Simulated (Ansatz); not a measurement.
# fcc Rh

These are LDA (Ansatz, a first-principles code, PAW) values and carry that method's errors.

Numerical settings: plane-wave cutoff 520 eV, 24×24×24 k mesh, Fermi–Dirac smearing 0.05 eV, no spin polarisation, scalar-relativistic PAW data made under PBE.

Cell: relaxed at this level.

```
Property                                           Result
------------------------------------------  -------------
volume per atom                             13.22 Å³/atom
bulk modulus                                      318 GPa
lattice parameter a                               3.754 Å
band gap                                    zero (no gap)
pressure derivative B′ of the bulk modulus            5.1
```

Measured, for comparison: equilibrium volume per atom 13.65 Å³/atom, lattice constant a 3.794 Å (static lattice: zero-point anharmonic expansion removed; as tabulated in Mejia-Rodriguez and Trickey (2018), arXiv:1807.09216); bulk modulus 271 GPa (corrected for temperature and zero-point phonon effects, our sources range from 271 to 289; as tabulated in Levämäki et al. (2014), arXiv:1402.3671). Computed (rounded) less measured: equilibrium volume per atom -3.2 %, bulk modulus +17 % (+10 % to +17 % over the range), lattice constant a -1.1 %.

Spin–orbit coupling is not included.

The computed numbers hold no vibrational or temperature effects.

It cost very roughly 50 core-seconds of CPU time.
